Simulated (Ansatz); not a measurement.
A nudged elastic band was laid between two geometries of H4Si + HS (7 atoms, charge 0, multiplicity 2).

Theory: UKS B3LYP-D4/def2-mTZVP in Ansatz.

| Item | Value |
| --- | --- |
| movable images | 7 |
| climbing image | yes |
| spring | 5.0 eV/Å² |
| optimiser | quadratic models (default) |
| start path | through a guess of the saddle point |
| force threshold | 0.2 eV/Å |
| iteration limit | 60 |
| end points | relaxed |

Image 0:

```xyz
7
Properties=species:S:1:pos:R:3
H 0.126 -0.155 -0.389
Si -0.314 -0.369 1.020
S 0.873 0.263 -2.686
H -0.485 -1.821 1.251
H -1.599 0.337 1.232
H 0.718 0.176 1.932
H 0.680 1.568 -2.359
```

Image 8:

```xyz
7
Properties=species:S:1:pos:R:3
H 0.437 -0.031 -1.341
Si -0.396 -0.406 1.281
S 0.839 0.260 -2.610
H -0.554 -1.868 1.464
H -1.683 0.308 1.454
H 0.657 0.146 2.165
H 0.698 1.591 -2.412
```

(1) Which bonds break or form, and what moves?

(2) What energy profile does the band end with?

(3) What is the geometry of the highest image?

Results:

(1) Bonds broken: H1–Si2. Bonds formed: H1–S3. H4Si + HS becomes H2S + H3Si.

(2) It converged. The highest image is number 4 of 0 to 8, 22.1 kJ/mol above the first end and 6.5 kJ/mol above the last; the last end lies 15.5 kJ/mol above the first. The threshold of 0.2 eV/Å is loose, so the images may lie well off the minimum-energy path. Another band between the same ends (7 images) ends at a top of the same energy, where a vibrational analysis finds 1 clearly imaginary mode.

```json
{"image": "0", "path coordinate (Å)": "0.00", "energy (kJ/mol)": "0.0", "H1–Si2 (Å)": "1.49", "H1–S3 (Å)": "2.45"}
{"image": "1", "path coordinate (Å)": "0.23", "energy (kJ/mol)": "0.4", "H1–Si2 (Å)": "1.50", "H1–S3 (Å)": "2.29"}
{"image": "2", "path coordinate (Å)": "0.45", "energy (kJ/mol)": "2.5", "H1–Si2 (Å)": "1.51", "H1–S3 (Å)": "2.07"}
{"image": "3", "path coordinate (Å)": "0.68", "energy (kJ/mol)": "14.2", "H1–Si2 (Å)": "1.65", "H1–S3 (Å)": "1.76"}
{"image": "4", "path coordinate (Å)": "0.91", "energy (kJ/mol)": "22.1", "H1–Si2 (Å)": "1.92", "H1–S3 (Å)": "1.50"}
{"image": "5", "path coordinate (Å)": "1.16", "energy (kJ/mol)": "19.4", "H1–Si2 (Å)": "2.18", "H1–S3 (Å)": "1.40"}
{"image": "6", "path coordinate (Å)": "1.41", "energy (kJ/mol)": "17.0", "H1–Si2 (Å)": "2.39", "H1–S3 (Å)": "1.38"}
{"image": "7", "path coordinate (Å)": "1.67", "energy (kJ/mol)": "15.9", "H1–Si2 (Å)": "2.58", "H1–S3 (Å)": "1.37"}
{"image": "8", "path coordinate (Å)": "1.92", "energy (kJ/mol)": "15.5", "H1–Si2 (Å)": "2.78", "H1–S3 (Å)": "1.36"}
```

(3) 
```xyz
7
Properties=species:S:1:pos:R:3:forces:R:3
H 0.249 -0.092 -0.842 0.02 0.02 -0.05
Si -0.301 -0.328 0.980 -0.01 -0.01 0.04
S 0.674 0.137 -2.261 -0.01 -0.02 0.03
H -0.429 -1.793 1.159 0.00 0.01 0.00
H -1.602 0.358 1.167 0.01 0.00 -0.01
H 0.740 0.239 1.871 0.00 0.00 -0.01
H 0.669 1.479 -2.074 0.00 0.01 0.01
```

Time of the run: 55 s on 2 threads of Arm Neoverse V2 (shared host), peak memory 0.15 GiB.
